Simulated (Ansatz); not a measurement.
H3Si–PH2, singlet: reading a ladder of total energies

Geometry: a PBE0/def2-TZVP stationary point for this spin, not checked as a minimum.

```xyz
7

Si   -0.0346    0.0000    1.1398
P     0.0909    0.0000   -1.1125
H     0.6699   -1.2091    1.6403
H     0.6699    1.2091    1.6403
H    -1.4250    0.0000    1.6660
H    -0.8719   -1.0346   -1.2599
H    -0.8719    1.0346   -1.2599
```

Basis cc-pVDZ; Ansatz 0.2.0. Only valence electrons are correlated (noble-gas cores frozen), which leaves 14 electrons in 51 orbitals. R marks a restricted (for open shells ROHF) determinant.

Full CI isn't at hand for all of this; RCCSDT(Q) serves as the reference, and is uncertain by the last step of the cluster series or more.

RCCSD has a T1 diagnostic of 0.012 and a largest doubles amplitude of 0.04.

Runs differ by some tens of microhartree through their thresholds, so steps under 0.03 kcal/mol mean nothing.

```csv
level,total energy (hartree)
RHF,-632.572665
RMP2,-632.805949
RCCSD,-632.853433
RCCSD(T),-632.860689
RCCSDT,-632.861803
RCCSDT(Q),-632.862176
```

Problem. What is the correlation energy at RCCSDT(Q), and what share of it do RMP2 and RCCSD(T) recover?

Solution. E(corr) = -632.862176 − (-632.572665) = -0.289511 hartree = -7.878 eV. RMP2: -0.233284 / -0.289511 = 80.58 %. RCCSD(T): -0.288024 / -0.289511 = 99.49 %.

Problem. By how many kcal/mol does RCCSD(T) miss RCCSDT(Q) (1 hartree = 627.509 kcal/mol), and which steps make up the rest?

Solution. -632.860689 − (-632.862176) = 0.001487 hartree = 0.93 kcal/mol. Steps: RCCSDT − RCCSD(T) = -0.70, RCCSDT(Q) − RCCSDT = -0.23 kcal/mol. Differences between like states or geometries often cancel part of this.
